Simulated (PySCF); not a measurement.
# MgAl: input and log

State: quartet, unpaired electrons σ ↑, π ↑↑, a second solution, started from another occupation.

An equivalent input (the run itself took its basis sets from the Basis Set Exchange, started from a PBE0 density and held the occupation σ 8α 7β, πx 3α 2β, πy 3α 2β):

```python
from pyscf import gto, dft
mol = gto.M(atom='Mg 0 0 0; Al 0 0 2.904', basis={'Mg': 'aug-cc-pVDZ', 'Al': 'aug-cc-pV(D+d)Z'},
            charge=0, spin=3, verbose=4, symmetry='C2v')
mf = dft.UKS(mol, xc='PBE0')
mf.grids.atom_grid = (80, 434)
mf.grids.prune = dft.gen_grid.treutler_prune
mf.irrep_nelec = {'A1': (8, 7), 'B1': (3, 2), 'B2': (3, 2)}
mf.conv_tol = 1e-9
mf.max_cycle = 60
mf.diis_space = 10
mf.kernel()
```

The log (some set-up lines and the per-cycle HOMO/LUMO lines removed):

```
******** <class 'pyscf.dft.uks_symm.SymAdaptedUKS'> ********
method = SymAdaptedUKS
damping factor = 0
level_shift factor = 0
DIIS = <class 'pyscf.scf.diis.CDIIS'>
diis_start_cycle = 1
diis_space = 10
diis_damp = 0
SCF conv_tol = 1e-09
SCF conv_tol_grad = None
SCF max_cycles = 60
number electrons alpha = 14  beta = 11
Set gradient conv threshold to 3.16228e-05
init E= -442.178169574191
cycle= 1 E= -442.169281253373  delta_E= 0.00889  |g|= 0.00381  |ddm|= 0.054
cycle= 2 E= -442.169291038084  delta_E= -9.78e-06  |g|= 0.00377  |ddm|= 0.0503
cycle= 3 E= -442.169313981437  delta_E= -2.29e-05  |g|= 0.00153  |ddm|= 0.0264
cycle= 4 E= -442.169318110134  delta_E= -4.13e-06  |g|= 0.00037  |ddm|= 0.00814
cycle= 5 E= -442.169319176347  delta_E= -1.07e-06  |g|= 0.000206  |ddm|= 0.00453
cycle= 6 E= -442.169319771059  delta_E= -5.95e-07  |g|= 9.15e-05  |ddm|= 0.00489
cycle= 7 E= -442.169319876596  delta_E= -1.06e-07  |g|= 1.83e-05  |ddm|= 0.00275
cycle= 8 E= -442.169319878826  delta_E= -2.23e-09  |g|= 4.92e-06  |ddm|= 0.000361
cycle= 9 E= -442.16931987892  delta_E= -9.38e-11  |g|= 1.04e-06  |ddm|= 6.6e-05
Extra cycle  E= -442.169319878924  delta_E= -4.21e-12  |g|= 7.64e-07  |ddm|= 1.23e-05
converged SCF energy = -442.169319878924  <S^2> = 3.7630329  2S+1 = 4.0065112
```

A point of this curve took 1.1 CPU seconds beside 0.17 for the integrals (shared host).
